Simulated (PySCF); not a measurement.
Gas-phase reaction: 2 (CH3)2NH + HCN + 4 CH3 ⇌ 3 (CH3)3N

Energies from PySCF (xtb for GFN2), thermal terms from the rigid-rotor harmonic-oscillator model, ideal gas at 1 bar. † marks an energy on the PBE0/def2-TZVP geometry and frequencies; other levels use their own. MP2 and CCSD(T) freeze the core. Open shells (unrestricted): CH3 (multiplicity 2); the rest are closed-shell singlets. GFN2 has no spin-polarisation term. B3LYP is the form with VWN-RPA correlation. MP2 isn't extrapolated to the basis-set limit; its ΔH°(298 K) is -778.8 kJ in def2-SVP and -776.3 kJ in def2-TZVPP. CCSD(T) isn't extrapolated to the basis-set limit. The harmonic model lacks anharmonicity and excited electronic states, which grow with temperature; levels with a mode under 35 cm⁻¹ are left out. Internal rotation in (CH3)2NH, (CH3)3N is treated as a harmonic vibration of one conformer, which makes the entropy rough.

```
level              ΔE electronic, kJ  ΔH°(298 K), kJ  ΔS°(298 K), J/K  ΔG°(1400 K), kJ
-----------------  -----------------  --------------  ---------------  ---------------
B3LYP/def2-TZVP†                -760            -683             -659              257
BLYP/def2-TZVP†                 -721            -644             -659              296
CCSD(T)/def2-SVP†               -831            -754             -659              186
GFN2-xTB                       -1338           -1264             -652             -335
M06-2X/def2-TZVP†               -865            -789             -659              151
MP2/def2-SVP†                   -855            -779             -659              161
MP2/def2-TZVPP†                 -853            -776             -659              164
PBE/def2-SVP                    -913            -840             -661              101
PBE0/def2-SVP†                  -907            -831             -659              109
LDA/def2-TZVP†                 -1124           -1048             -659             -108
```
ΔH° is lowest at GFN2-xTB and highest at BLYP/def2-TZVP†. No reference value is set beside these.
